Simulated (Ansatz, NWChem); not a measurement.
N2H (dinitrogen monohydride): from total energies to a heat of formation

N2H has 3 atoms, charge 0, and is taken as a doublet. SMILES: `[N]=N`. The shape is that of a PBE0-D4/def2-TZVP optimisation.

```xyz
3

N     0.7105   -0.6067    0.3262
N    -0.2687   -0.2177   -0.1701
H    -0.4419    0.8244   -0.1561
```

Total energies at UHF/def2-TZVPPD (NWChem 7.3.0); the atoms run unrestricted:

| species | state | energy (Eh) |
| --- | --- | --- |
| N2H | doublet | -109.473273 |
| N | quartet | -54.402769 |
| H | doublet | -0.499810 |

Harmonic wavenumbers at UPBE0-D4/def2-TZVP, in cm⁻¹: 1115, 1916, 2825.

Measured heats of formation of the gaseous atoms at 298.15 K, in kJ/mol: N 472.4, H 218.0. Take 1 Eh = 2625.50 kJ/mol, 1 cm⁻¹ = 0.0119627 kJ/mol, RT = 2.479 kJ/mol.

Problem. Work out the heat of formation of the gas at 298 K.

Solution. 
1. Electronic atomisation energy: 2 × (-54.402769) + (-0.499810) − (-109.473273) = 0.167925 Eh = 440.9 kJ/mol.
2. Zero-point energy: half the sum of the wavenumbers, 2928 cm⁻¹ = 35.0 kJ/mol.
3. Thermal vibrational enthalpy, Σ hcν̃/(exp(hcν̃/kT) − 1): 0.1 kJ/mol. Translation, rotation and pV of a non-linear molecule: 4 RT = 9.9 kJ/mol.
4. The 3 free atoms carry 5/2 RT each: 18.6 kJ/mol.
5. Atomisation enthalpy at 298 K: 440.9 − 35.0 − 0.1 − 9.9 + 18.6 = 414.5 kJ/mol.
6. Sum of the atoms' heats of formation: 1162.8 kJ/mol. Heat of formation: 1162.8 − 414.5 = +748.3 kJ/mol.

The tabulated value is +249.5 kJ/mol (Active Thermochemical Tables), so this level is off by +498.8 kJ/mol, or 54.6 % of the atomisation enthalpy that the table implies (913.4 kJ/mol). Hartree–Fock leaves out correlation, which is larger in the molecule than in the atoms, so it underbinds and puts the heat of formation too high. Anharmonicity and any spin-orbit splitting of the molecule are left out.
